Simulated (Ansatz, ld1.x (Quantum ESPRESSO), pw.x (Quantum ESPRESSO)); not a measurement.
## silicon (Si): does the RRKJ potential hold in the solid?

Si, norm-conserving RRKJ (Kleinman–Bylander form), made with ld1.x (Quantum ESPRESSO) 7.5 (PBE, scalar-relativistic). Core [Ne], reference 3s2 3p2. Waves: 3s (bound): rc 1.55 bohr; 3p (bound): rc 2.25 bohr; 3d channel at -0.1 Ry: rc 2.05 bohr. Local part: the d channel. Core correction: a·sin(br)/r model core, default radius (core density twice the valence density). rho0 = 0.02.

Atomic tests: cutoffs needed: 35 Ry and 55 Ry (the cutoffs (Ry, on a coarse ladder) from which the occupation-weighted sum of valence levels, in a spherical-Bessel basis at the reference potential, stays within 10 and 1 mRy of its value at 400 Ry); ghost test: no extra level below or beside the all-electron valence levels (s, p, d, f tested) (spherical-Bessel basis up to 400 Ry, 20 bohr box); largest excitation error: +128 meV (all-electron minus pseudo) for 3s1 3p0, out of 7 test configurations.

Crystal test: diamond Si in pw.x 7.5, no spin, 8³ k-points, Fermi–Dirac smearing 0.01 Ry, cutoffs 70/280 Ry. The reference is all-electron LAPW (Ansatz 0.2.0) with the same functional, mesh and smearing; V0 and B0 come from Birch–Murnaghan fits to the pressures at five volumes. Errors are pseudo minus all-electron; Δ is the rms difference of the E(V) curves that follow from these fits, minima aligned, over ±6 % about the mean V0. Mesh and smearing are coarse, so the numbers serve the comparison and aren't converged zero-temperature values; the lattice is a test structure that the element need not adopt.

```json
{"V (Å³/atom)": "19.440", "P all-electron (GPa)": "5.01", "P pseudo (GPa)": "4.14"}
{"V (Å³/atom)": "19.951", "P all-electron (GPa)": "2.31", "P pseudo (GPa)": "1.53"}
{"V (Å³/atom)": "20.463", "P all-electron (GPa)": "-0.05", "P pseudo (GPa)": "-0.75"}
{"V (Å³/atom)": "20.975", "P all-electron (GPa)": "-2.12", "P pseudo (GPa)": "-2.77"}
{"V (Å³/atom)": "21.486", "P all-electron (GPa)": "-3.93", "P pseudo (GPa)": "-4.50"}
```

All-electron: a0 = 5.469 Å (V0 = 20.45 Å³/atom), B0 = 88.5 GPa.

Pseudopotential: mean pressure error (GPa): -0.71; a0 (Å): 5.455; a0 error (%): -0.27; B0 error (%): +0.1; Δ (meV/atom): 3.2.

At the middle volume, how do free energy and pressure move when the wave cutoff is lowered (ecutrho kept at four times it)?

```
cutoff (Ry)  shift of F (meV/atom)  shift of P (GPa)
         32                  +95.9             -1.37
         42                  +39.7             -0.96
         56                   +6.9             -0.05
```

The run at the middle volume (29 k-points, 7 iterations) took about 10 s on one core of a shared host (Neoverse-V1, 32 threads, 247 GiB, load 10).
